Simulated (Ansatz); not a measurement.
A calculation on pyrite PtSb₂ returned lattice constant a 6.473 Å, bulk modulus 117 GPa, formation enthalpy -0.487 eV/atom.

For reference: lattice constant a 6.44 Å (measured, temperature not stated, no zero-point or thermal correction; as tabulated in Saeed et al. (2013), arXiv:1402.4256).

### Question
Which level of theory produced these numbers?
A) PBE-D3(BJ) (Ansatz (a quantum-chemistry and plane-wave program))
B) RPBE (Ansatz)
C) revPBE (Ansatz)
D) LDA (Ansatz)

### Answer
A, PBE-D3(BJ) (Ansatz)

The others give: revPBE 6.583 Å, 99.2 GPa, -0.455 eV/atom; LDA 6.422 Å, 127 GPa, -0.506 eV/atom; RPBE 6.596 Å, 97.0 GPa, -0.450 eV/atom.

Unless a cell is named, each level is at its own relaxed cell (LDA 22.07, PBE-D3(BJ) 22.61, revPBE 23.78, RPBE 23.92 Å³/atom).

Caveats: an element that serves as reference has a cell well above its measured volume (revPBE, RPBE). Ansatz's density-functional and Hartree–Fock values are scalar-relativistic unless marked +SOC, with PAW data made under PBE.
